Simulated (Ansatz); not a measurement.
allene (SMILES C=C=C) moved off its minimum; all values from Ansatz (an electronic-structure program), cores frozen in correlated methods.
(charge 0, multiplicity 1)
```xyz
7

C      1.26161    -0.03259     0.01824
C      0.00975     0.01556     0.02643
C     -1.26696    -0.02059    -0.00726
H      1.84370    -0.64246    -0.58236
H      1.81184     0.65980     0.69236
H     -1.79044     0.66619    -0.64124
H     -1.94137    -0.70777     0.67063
```

Q: Give the forces (eV/Å), the total energy and the dipole at CCSD(T)/cc-pVTZ.

A: 
| atom | Fx | Fy | Fz |
|---|---|---|---|
| C1 | 3.884 | 1.964 | 1.887 |
| C2 | -2.087 | -0.584 | -0.019 |
| C3 | -3.697 | -1.218 | 1.460 |
| H4 | 0.887 | -1.178 | -1.199 |
| H5 | -0.250 | -0.565 | -0.458 |
| H6 | -0.368 | 0.195 | -0.312 |
| H7 | 1.632 | 1.386 | -1.357 |
Energy -116.4191 hartree, dipole 0.06 D.
